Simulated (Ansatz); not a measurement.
Consider the atomization: `NN[SiH3]` → 6 H• + 2 N• + Si•.

Computed with Ansatz on PBE0-D4/def2-TZVP structures; ΔE is electronic, products minus reactants. CBS: MP2 limit from def2 TZ/QZ plus the TZ coupled-cluster correction, frozen cores. This one scheme is used for every species, atoms too. Functionals use def2-TZVPP. Open shells (•) are unrestricted, without spin–orbit coupling. Spin–orbit coupling would lower the free atoms: a little for Si. Each species was taken in one conformer, which may not be the lowest.

`NN[SiH3]`:

Cartesian coordinates in Å:
```
N -1.341 -0.510 -0.745
N -0.603 0.488 -0.085
Si 0.985 0.249 0.516
H -0.813 -0.898 -1.519
H -1.566 -1.260 -0.102
H -1.036 1.392 -0.162
H 1.938 -0.179 -0.552
H 1.005 -0.823 1.551
H 1.430 1.541 1.099
```

**Question.** What is ΔE at CCSD(T)/CBS? (Estimate.)

**Answer.** Computed: +2757.6 kJ/mol.

**Question.** What do these levels give: BHLYP-D4, ωB97X-V, r2SCANh, HF/def2-SVP, MP2/CBS(def2), CCSD/CBS(def2)? (An estimate is asked.)

**Answer.** The calculation gave: BHLYP-D4 2689.3, ωB97X-V 2784.8, r2SCANh 2707.8, HF/def2-SVP 1822.4, MP2/CBS(def2) 2758.4, CCSD/CBS(def2) 2720.3 kJ/mol.

Largest T1 diagnostic among the species: 0.012.

At CCSD(T), def2-SVP lies −233.9 kJ/mol from the extrapolated value and def2-TZVPP −97.0 kJ/mol: correlation converges slowly with the basis, and small sets miss more of it in the bonded molecule than in its fragments. In def2-TZVPP, CCSD(T) changes the Hartree–Fock value by +819.8 kJ/mol (the triples alone add +37.2 kJ/mol) and MP2 by +820.7 kJ/mol; breaking electron pairs costs correlation energy, which Hartree–Fock lacks. The D4 term adds +21.0 kJ/mol with B3LYP and +10.8 kJ/mol with PBE0; it sums over pairs of atoms, weighted by their polarisabilities, and B3LYP, whose exchange is more repulsive, gets the larger term.

B3LYP here is the variant with VWN-RPA as its local correlation; programs differ in this.

For atomizations the MP2-based limit and the directly extrapolated one differ by several kJ/mol either way, and by 10 to 25 for some Ge, Se and Sn compounds, so smaller differences from it don't rank the levels.
